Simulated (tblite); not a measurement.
Compound: CHF₂O (doublet state).
Bonds: O1–C2, C2–F3, C2–F4. Hydrogens: H5 on O1.

Computed with GFN2-xTB (tblite), gas phase: L-BFGS steps from a force-field or distance-geometry start until the largest atomic force falls under 0.01 eV/Å.

Step 3: E = -438.1497 eV
```
atom  x, y, z in Å  |  force x, y, z in eV/Å
O1     -0.7348   -0.6652   -0.0598   -0.117  -0.205   0.097
C2      0.3762   -0.0018    0.2841   -0.099   0.106  -0.009
F3      0.3435    1.2925   -0.0922    0.224   0.262   0.042
F4      1.5037   -0.5711   -0.1221    0.101  -0.070  -0.062
H5     -1.4799   -0.0515   -0.0272   -0.109  -0.094  -0.069
```

Step 4: E = -438.1567 eV
```
atom  x, y, z in Å  |  force x, y, z in eV/Å
O1     -0.7398   -0.6740   -0.0507    0.009   0.054   0.038
C2      0.3712    0.0038    0.2736    0.044  -0.003   0.112
F3      0.3579    1.3035   -0.0866    0.079   0.075  -0.016
F4      1.5031   -0.5716   -0.1220   -0.002  -0.022  -0.066
H5     -1.4839   -0.0588   -0.0315   -0.130  -0.103  -0.068
```

Step 5: E = -438.1579 eV
```
atom  x, y, z in Å  |  force x, y, z in eV/Å
O1     -0.7406   -0.6748   -0.0482    0.048   0.094   0.031
C2      0.3710    0.0049    0.2729    0.049   0.011   0.104
F3      0.3622    1.3067   -0.0856    0.050   0.001  -0.011
F4      1.5027   -0.5719   -0.1229   -0.026  -0.013  -0.060
H5     -1.4867   -0.0620   -0.0334   -0.121  -0.093  -0.063
```

**Question.** Estimate the geometry and energy of step 6. (The exact step hangs on the optimiser's Hessian estimate; all steps are aligned on step 5, rigid shifts and turns removed.)

**Answer.** E = -438.1604 eV, largest force 0.159 eV/Å
```
atom  x, y, z in Å  |  force x, y, z in eV/Å
O1     -0.7408   -0.6739   -0.0419    0.077   0.138   0.020
C2      0.3717    0.0083    0.2742    0.050   0.046   0.063
F3      0.3726    1.3129   -0.0836   -0.005  -0.118   0.004
F4      1.5011   -0.5730   -0.1265   -0.064   0.005  -0.039
H5     -1.4960   -0.0715   -0.0393   -0.057  -0.070  -0.047
```

The energy changes by -0.0025 eV. The first-order estimate −F·Δx gives -0.0036 eV and the mean of the old and new forces, exact on a quadratic surface, -0.0025 eV. The step makes an angle of 44° with the force vector and moves no atom by more than 0.015 Å.

What follows is the cost of the whole relaxation. Time: 0.12 s of wall time. Hardware: one thread of an Arm Neoverse V1, on a shared host.
